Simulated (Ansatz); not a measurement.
# UCCSD(T)/def2-SVPD run of CH5BN (SMILES B[N]C)

What is the vertical doublet–quartet gap of CH5BN at UCCSD(T)/def2-SVPD? 

The results are computed with Ansatz 0.2.0.

61 further runs of the same task are left out: 61 set aside as unsound or not needed.

## Step 1: The structure to begin with

The species is CH5BN (8 atoms), meant as a doublet with charge 0. SMILES: `B[N]C`. The coordinates come from a PBE0-D4/def2-TZVP relaxation.

Bond lengths: B1–N2 1.332 Å, N2–C3 1.390 Å, B1–H4 1.210 Å, B1–H5 1.203 Å, C3–H6 1.096 Å, C3–H7 1.096 Å, C3–H8 1.102 Å. Angles: B1–N2–C3 164.6°, N2–B1–H4 118.7°, N2–B1–H5 121.1°, N2–C3–H6 112.2°, N2–C3–H7 112.2°, N2–C3–H8 109.0°, H4–B1–H5 120.3°, H6–C3–H7 109.2°, H6–C3–H8 107.0°, H7–C3–H8 107.0°.

## Step 2: A single-point energy at UCCSD(T)/def2-SVPD

The input, run.yaml:

```yaml
crystal:
  periodic: [false, false, false]
  atoms:
    - {symbol: B, position_ang: [-0.373900, 1.096100, -0.965000]}
    - {symbol: N, position_ang: [0.058500, 0.275600, -0.008700]}
    - {symbol: C, position_ang: [0.339600, -0.835900, 0.776800]}
    - {symbol: H, position_ang: [-1.007800, 0.632300, -1.885400]}
    - {symbol: H, position_ang: [-0.143000, 2.276400, -0.921600]}
    - {symbol: H, position_ang: [-0.096400, -0.755000, 1.778600]}
    - {symbol: H, position_ang: [1.416200, -1.018200, 0.865300]}
    - {symbol: H, position_ang: [-0.101000, -1.728600, 0.304400]}
basis:
  gaussian:
    orbitals: def2-SVPD
total_charge: 0
magnetization:
  spin_polarized: true
  initial_magnetization: 1
correlation:
  method: ccsd_t
  frozen_orbitals: {B: 1, C: 1, H: 0, "N": 1}
accuracy: high
scf:
  omitted_lower_state_checks: [cluster_reference, increment]
```

Launch:

```console
$ ansatz run run.yaml --threads 1 --pin off --max-ram 3480MiB --events-out events.jsonl --progress --plain --runs-dir runs
```

What it wrote, shortened:

```text
Warning: RAYON_NUM_THREADS=1 ignored (pool sized by the plan → 1); use --threads N
Functional definition: HF
  name "HF"
[...]
2079 factors; integrals over basis functions are off by at most 3.1e-9 eV
[...]
mean field -3259.80158596 eV, -119.7954987112 hartree, gradient 2.8e-8 eV, S^2 0.779602; 0 other end points of the search recorded, 0 dependent functions left out
3 core orbitals not correlated: weight in the atoms' cores, before any rotation towards them, 1.000 or more for the frozen orbitals, at most 0.000 for the correlated occupied ones
reference -3259.80158596 eV, -119.7954987112 hartree; 9, 8 occupied and 88, 89 virtual orbitals, 2079 factors
second order -10.43976455 eV of doubles, -0.00000000 eV of singles
cycle   1  -11.22112362 eV  change   -7.8e-1 eV  update   8.8e-2
[...]
cycle  27  -11.71076527 eV  change   1.2e-10 eV  update   2.0e-9
perturbative correction -0.38173403 eV, -0.0140284670 hartree
Total energy: -3271.89408526 eV, -120.2398898640 hartree
Checks for a lower state left out: cluster_reference, increment
```

It took 2.3 min on 1 thread of Arm Neoverse N1, shared host; peak memory 1.5 GiB.

## Step 3: The quartet, same level

The input, molecule.yaml:

```yaml
crystal:
  periodic: [false, false, false]
  atoms:
    - symbol: B
      position_ang: [-0.373900, 1.096100, -0.965000]
    - symbol: N
      position_ang: [0.058500, 0.275600, -0.008700]
    - symbol: C
      position_ang: [0.339600, -0.835900, 0.776800]
    - symbol: H
      position_ang: [-1.007800, 0.632300, -1.885400]
    - symbol: H
      position_ang: [-0.143000, 2.276400, -0.921600]
    - symbol: H
      position_ang: [-0.096400, -0.755000, 1.778600]
    - symbol: H
      position_ang: [1.416200, -1.018200, 0.865300]
    - symbol: H
      position_ang: [-0.101000, -1.728600, 0.304400]
basis:
  gaussian:
    orbitals: def2-SVPD
magnetization:
  spin_polarized: true
  initial_magnetization: 3
correlation:
  method: ccsd_t
  frozen_orbitals: {B: 1, C: 1, H: 0, "N": 1}
accuracy: high
scf:
  omitted_lower_state_checks: [cluster_reference, increment]
```

Launch:

```console
$ ansatz run molecule.yaml --threads 1 --pin off --max-ram 3480MiB --events-out events.jsonl --progress --plain --runs-dir runs
```

What it wrote, shortened:

```text
Warning: RAYON_NUM_THREADS=1 ignored (pool sized by the plan → 1); use --threads N
Functional definition: HF
  name "HF"
[...]
2079 factors; integrals over basis functions are off by at most 3.1e-9 eV
[...]
mean field -3254.86771990 eV, -119.6141824776 hartree, gradient 1.7e-8 eV, S^2 3.785643; 1 other end points of the search recorded, 0 dependent functions left out
3 core orbitals not correlated: weight in the atoms' cores, before any rotation towards them, 1.000 or more for the frozen orbitals, at most 0.000 for the correlated occupied ones
reference -3254.86771990 eV, -119.6141824776 hartree; 10, 7 occupied and 87, 90 virtual orbitals, 2079 factors
second order -9.61754651 eV of doubles, -0.00000000 eV of singles
cycle   1  -10.55884118 eV  change   -9.4e-1 eV  update   8.7e-2
[...]
cycle  27  -11.07023946 eV  change   8.1e-10 eV  update   1.6e-9
perturbative correction -0.34192113 eV, -0.0125653697 hartree
Total energy: -3266.27988049 eV, -120.0335716438 hartree
Checks for a lower state left out: cluster_reference, increment
```

Wall time 2.3 min (1 thread of Arm Neoverse N1, shared host); peak memory 1.5 GiB.

## Step 4: Summary of results

At UCCSD(T)/def2-SVPD, 3 core orbitals frozen:

| quantity | value |
| --- | --- |
| doublet: total energy | -120.23989 Eh |
| doublet: correlation energy (3 core orbitals frozen) | -444.4 mEh |
| doublet: (T) correction | -14.03 mEh |
| doublet: ⟨S²⟩ of the reference determinant | 0.780 |
| doublet: T1 diagnostic | 0.024 |
| quartet: total energy | -120.03357 Eh |
| quartet: correlation energy (3 core orbitals frozen) | -419.4 mEh |
| quartet: (T) correction | -12.57 mEh |
| quartet: ⟨S²⟩ of the reference determinant | 3.786 |
| quartet: T1 diagnostic | 0.029 |
| vertical energy of the quartet above the doublet | 5.614 eV |

**Reading.** At this shape the quartet lies 5.61 eV (542 kJ/mol) above the doublet. The triples (doublet) make up 3.2 % of the correlation energy. The triples (quartet) make up 3.0 % of the correlation energy.
